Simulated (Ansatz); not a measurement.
## Fe: eigenvalues along the path

```
Fe
1.0
    -1.41535    1.41535    1.41535
     1.41535   -1.41535    1.41535
     1.41535    1.41535   -1.41535
Fe
1
Cartesian
  0.0000 0.0000 0.0000
```

The structure comes from a relaxation in the same program, started in the bcc type, and has space group Im-3m. Whether it is a known phase or the ground state wasn't checked.

These are results of Ansatz 0.2.0, DFT, LDA, all-electron LAPW, scalar-relativistic, not measurements.

The runs use a Γ-centred 18×18×18 k mesh, Fermi–Dirac smearing of 0.05 eV, basis error target 0.25 meV/atom, spin-polarised from start moments Fe 3 μB, ending with a cell moment of 2.14 μB.

Path points, in fractions of the reciprocal vectors: Γ (0.000, 0.000, 0.000), H (0.500, -0.500, 0.500), N (0.000, 0.000, 0.500), P (0.250, 0.250, 0.250). Levels in eV from the Fermi level, spin up; bands 5 to 12, counted from the lowest band of the run. The gap is zero.

```
# k(1/Å) point b5 b6 b7 b8 b9 b10 b11 b12
0.000 Γ -8.64 -2.33 -2.33 -2.33 -0.98 -0.98 24.24 24.24
0.444 - -7.83 -2.33 -2.33 -2.11 -1.35 -0.83 21.31 23.24
0.888 - -5.78 -2.35 -2.14 -2.14 -1.51 -0.37 18.33 19.15
1.332 - -4.29 -3.56 -1.51 -1.51 -0.74 1.56 14.70 14.70
1.776 - -4.54 -4.51 -0.48 -0.48 -0.10 5.95 11.15 11.15
2.220 H -4.86 -4.86 0.15 0.15 0.15 9.65 9.65 9.65
2.534 - -4.69 -4.67 -0.34 -0.21 0.18 8.44 9.00 10.42
2.847 - -4.33 -4.12 -1.39 -1.00 0.24 6.20 8.08 12.35
3.161 - -4.32 -3.20 -2.45 -1.41 0.33 3.91 7.55 14.91
3.475 - -4.78 -3.19 -1.94 -1.15 0.40 1.78 7.34 17.67
3.789 N -5.01 -3.45 -0.95 -0.78 0.33 0.43 7.29 17.91
4.103 - -5.07 -3.35 -1.17 -0.81 -0.77 0.11 9.31 18.41
4.417 - -5.70 -3.08 -2.32 -1.10 -0.87 -0.65 13.35 19.82
4.731 - -7.09 -2.74 -2.45 -1.49 -1.20 -0.93 17.90 21.85
5.045 - -8.23 -2.45 -2.35 -2.11 -1.08 -0.97 22.12 23.69
5.359 Γ -8.64 -2.33 -2.33 -2.33 -0.98 -0.98 24.24 24.24
5.743 - -8.03 -2.47 -2.47 -1.94 -1.04 -1.04 21.96 21.96
6.128 - -6.38 -2.88 -2.88 -1.03 -1.03 -0.79 17.88 17.88
6.512 - -4.37 -3.31 -3.31 -0.90 -0.90 1.16 14.08 14.08
6.897 - -3.47 -3.47 -3.19 -0.78 -0.78 4.29 10.94 10.94
7.281 P -3.31 -3.31 -3.31 -0.74 -0.74 8.54 8.54 8.54
7.665 - -3.78 -3.09 -3.09 -0.76 -0.76 7.07 7.07 9.34
8.050 - -3.59 -3.27 -3.27 -0.67 -0.67 6.74 6.74 9.26
8.434 - -3.93 -3.93 -2.41 -0.36 -0.36 7.48 7.48 9.40
8.819 - -4.59 -4.59 -0.73 0.00 0.00 8.79 8.79 9.57
9.203 H -4.86 -4.86 0.15 0.15 0.15 9.65 9.65 9.65
11.126 P -3.31 -3.31 -3.31 -0.74 -0.74 8.54 8.54 8.54
11.348 - -3.50 -3.48 -2.97 -0.76 -0.75 6.62 8.13 10.57
11.570 - -3.96 -3.53 -2.43 -0.81 -0.76 4.83 7.66 12.69
11.791 - -4.48 -3.51 -1.70 -0.87 -0.77 3.19 7.41 14.84
12.013 - -4.87 -3.47 -0.93 -0.78 -0.76 1.70 7.31 16.86
12.235 N -5.01 -3.45 -0.95 -0.78 0.33 0.43 7.29 17.91
```
